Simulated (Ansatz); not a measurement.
**Setting up doublet [C2HClF2]+ in Ansatz**

[C2HClF2]+: 6 atoms, total charge +1, spin state doublet. SMILES of the parent species: `FC(F)=CCl`. Geometry: optimised at HF/6-31G*. The run starts from this shape.

```xyz
6

F     0.8952   -0.8064    1.3327
C     0.2673   -0.5588    0.2215
F     0.1945   -1.6224   -0.5131
C    -0.2129    0.6185   -0.0803
Cl   -1.0424    0.9308   -1.5563
H    -0.1017    1.4383    0.5956
```

Settings wanted:

```yaml
basis_set: 6-31G*
integral_approximation: automatic
task: optimise
method: HF
reference: UHF
accuracy: medium
d_and_f_functions: Cartesian
```

Problem. Give an Ansatz 0.2.0 job that does this.

Solution. This one ran through:

in.yaml:
```yaml
crystal:
  periodic: [false, false, false]
  atoms:
    - symbol: F
      position_ang: [0.895195, -0.806434, 1.332687]
    - symbol: C
      position_ang: [0.267282, -0.558846, 0.221486]
    - symbol: F
      position_ang: [0.194474, -1.622357, -0.513144]
    - symbol: C
      position_ang: [-0.212902, 0.618473, -0.080292]
    - symbol: Cl
      position_ang: [-1.042359, 0.930828, -1.556308]
    - symbol: H
      position_ang: [-0.101689, 1.438336, 0.595570]
basis:
  gaussian: {orbitals: "6-31G*"}
total_charge: 1
magnetization: {spin_polarized: true, initial_magnetization: 1}
relax: {}
hamiltonian: {xc: hf}
```

```bash
$ ansatz run in.yaml --threads 1 --pin off --max-ram 3480MiB --events-out events.jsonl --progress --plain --runs-dir runs
```

Calculated total energy at the end of the run: -734.30966 Eh.
